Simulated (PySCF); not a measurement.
**Stationary points of SOF2**

Computed with PySCF, PBE0, basis S def2-TZVP, O def2-TZVP, F def2-TZVP (no relativity, density fitting).

Relaxations began from a few typed shapes. The search is not exhaustive: other isomers or separated fragments can lie lower, and high-lying points may rest on an excited occupation.

```csv
spin,group,bonds,angles,imaginary modes (cm⁻¹),ΔE (kJ/mol),ΔE with ZPE (kJ/mol)
singlet,Cs,"S–F 1.588 Å (×2), S–O 1.419 Å","F–S–F 93.0°, F–S–O 106.5° (×2)",none,0.0,0.0
singlet,C2v,"S–F 1.682 Å (×2), S–O 1.423 Å","F–S–F 167.1°, F–S–O 96.4° (×2)",306i,190.6,–
```

The lowest minimum found is the singlet Cs: S–F 1.588 Å (×2), S–O 1.419 Å; F–S–F 93.0°, F–S–O 106.5° (×2).

Counting electrons, sulfur keeps 2 of its valence electrons outside its bonds, so the VSEPR class is AX3E1 and the expected shape is trigonal pyramidal; with unlike ligands the computed point group is Cs.
